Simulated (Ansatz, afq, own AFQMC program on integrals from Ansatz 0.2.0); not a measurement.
Integrals from Ansatz 0.2.0, then the random walk in our own AFQMC program (afq).

```yaml
crystal:
  periodic: [false, false, false]
  atoms:
    - {symbol: Al, position_ang: [0.000000, 0.000000, 0.105100]}
    - {symbol: C, position_ang: [0.000000, 0.000000, -1.811100]}
    - {symbol: H, position_ang: [0.000000, 0.000000, 1.706000]}
basis:
  gaussian: {orbitals: cc-pVDZ}
magnetization: {spin_polarized: true, initial_magnetization: 2}
correlation: {method: ccsd_t, electrons: outside_noble_gas, hamiltonian_folder: ham}
```

```sh
$ ansatz run in.yaml --threads 1 --pin off --events-out ev --progress --plain --max-ram 1382MiB
```

Options of the walk:

```
--method free --trial cisd --walkers 60 --time-step 0.03 --max-blocks 80 --target-error 0.00034 --factor-cut 1e-05 --seed 4651 --times 0,0.3,0.6,1.2,1.8,2.4,3.6,4.8,6 --taylor-order 8
```

Times are imaginary, in 1/Eh. The walk had a cap of 630 s.

Output of the walk:

```
orbitals 31  electrons 5 3  factors 221 of 357
reference energy -280.17256628 Eh
CCSD correlation -0.17499907 Eh in 13 cycles, weight of the determinant in the CISD state 0.8694
repeat  energy at the last time / Eh  error
    10  -280.358795  0.001222
    20  -280.358022  0.001279
    30  -280.358570  0.001554
    40  -280.358702  0.001276
    50  -280.358139  0.000984
    60  -280.358151  0.000871
    70  -280.357669  0.000768
    80  -280.357833  0.000718
time / (1/Eh)  energy / Eh  error  mean overlap
  0.00  -280.347654  0.000128  1.1510
  0.30  -280.352112  0.000237  1.1479
  0.60  -280.354176  0.000238  1.1548
  1.20  -280.355755  0.000268  1.1694
  1.80  -280.356884  0.000276  1.1649
  2.40  -280.357623  0.000348  1.1604
  3.60  -280.357521  0.000512  1.1840
  4.80  -280.357481  0.000702  1.2044
  6.00  -280.357833  0.000718  1.2040
energy -280.357833 +/- 0.000718 Eh
```

The run passed its tests (error under three times the target), which doesn't prove that it has relaxed.

Against this walk (error 19.5 meV) on the same determinant: CCSD(T) 57.8 meV higher, CCSDT(Q) 21.3 meV lower (within the noise). The error is statistical, and a free projection of finite length keeps a remainder of its start.

Cautions: remainder of the start not in the error; error above the target (19.5 against 9.3 meV).

The walk took 3.1 min on 1 thread of Arm Neoverse V2 (shared host). The log's last line is the free-projection energy.

CCSDT and higher add their correlation energy to the determinant of the CCSD(T) run, since their own runs factorise the integrals more tightly (a shift of under 2 meV). A walk keeps the symmetry of its determinant, which the program's search chose and which needn't be the lowest solution, so a lower state of the same spin and another symmetry isn't excluded.
